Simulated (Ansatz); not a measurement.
Breaking a bond: SH, doublet.

Method: full CI/aug-cc-pVDZ, frozen core run with Ansatz (a quantum-chemistry and plane-wave program).

Problem. Relative to R = 1.37 Å, what are the energies at R = 1.55, 1.82, 2.00, 2.40 Å?

Solution. 0.328 eV at 1.55 Å, 1.274 eV at 1.82 Å, 1.896 eV at 2.00 Å, 2.863 eV at 2.40 Å.
